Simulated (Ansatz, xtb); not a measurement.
## Relative energy of two isomers of C4H11PS

We compare a, `CCC[P@H](C)=S`, a singlet, with b, `CC(C)[P@H](C)=S`, a singlet. Both are isolated molecules in the gas phase, relaxed with r2SCAN-D4/def2-SVP; each stands in its lowest conformer found.

Which of the two would you expect CCSD(T)/def2-SVP + ΔMP2/def2-TZVPP electronic energies to favour?

Structure b; the calculation gives E(b) − E(a) = −0.059 eV.

How the difference moves with the method:

| level | geometry | E(b) − E(a) (eV) | departure from the last row (eV) | job, with rough time for the two |
| --- | --- | --- | --- | --- |
| GFN2-xTB | GFN2-xTB | −0.065 | −0.005 | optimisation, 0.22 s |
| HF/STO-3G | GFN2-xTB | +0.034 | +0.094 | single point, 0.4 s |
| r2SCAN-D4/def2-SVP//GFN2-xTB | GFN2-xTB | −0.064 | −0.004 | single point, 4.3 s |
| r2SCAN-D4/def2-SVP | r2SCAN-D4/def2-SVP | −0.066 | −0.007 | optimisation, 36 s |
| HF/def2-SVP | r2SCAN-D4/def2-SVP | +0.015 | +0.074 | part of the CCSD(T) run |
| MP2/def2-SVP | r2SCAN-D4/def2-SVP | −0.086 | −0.027 | part of the CCSD(T) run |
| CCSD(T)/def2-SVP | r2SCAN-D4/def2-SVP | −0.070 | −0.011 | single point |
| CCSD(T)/def2-SVP + ΔMP2/def2-TZVPP | r2SCAN-D4/def2-SVP | −0.059 |  | single point, 77 s |

As drawn, both hold the same kinds of bond in the same numbers. Structure a has 2 methyl groups, b 3.

HF/STO-3G puts the two in the other order. HF/def2-SVP finds them nearly level. The largest departure from CCSD(T)/def2-SVP + ΔMP2/def2-TZVPP is that of HF/STO-3G, 0.094 eV. The last row adds to CCSD(T) the change of the MP2 difference between the two basis sets, here +0.011 eV.

With thermal terms from frequencies at re-optimised GFN2-xTB minima (ideal gas, soft modes damped towards free rotors, one conformer each, 298.15 K, 1 atm): on the last row, ΔE + ΔZPE = −0.070, ΔH = −0.067, ΔG = −0.055 eV.

The correlated steps freeze 14 core orbitals. Run with Ansatz 0.2.0, xtb 6.7.1; the last row on 4 threads of Arm Neoverse V1 on a shared host.
